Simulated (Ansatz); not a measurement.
# Copper, fcc: convergence with the plane-wave cutoff

Computed with Ansatz, LDA, scalar-relativistic PAW, on the relaxed cell (a = 3.518 Å; spin not included). Errors count from a run at 420 eV on a Γ-centred 25×25×25 mesh with Fermi-Dirac smearing of 0.1 eV, extrapolated to zero width. Fixed here: mesh 15×15×15, Fermi-Dirac width 0.1 eV. The pressure holds a Pulay correction and is unreliable far below the recommended cutoff. The SCF starts from atomic densities corrected by a trained network.

```tsv
cutoff (eV)	E(σ→0) error (meV/atom)	P (GPa)	SCF iterations
150	90145.4	144.04	8
200	15202.8	-14.27	7
250	2614.0	-2.11	6
300	314.3	4.27	7
350	18.5	0.38	6
420	-0.8	0.02	6
600	-2.7	-0.03	6
800	-3.0	-0.03	6
```

Problem. What does the run at 500 give (cutoff)?

Solution. E(σ→0) error (meV/atom): -2.4; P (GPa): -0.02; SCF iterations: 6.

Within 5 meV/atom of the last row: from 420 eV on.
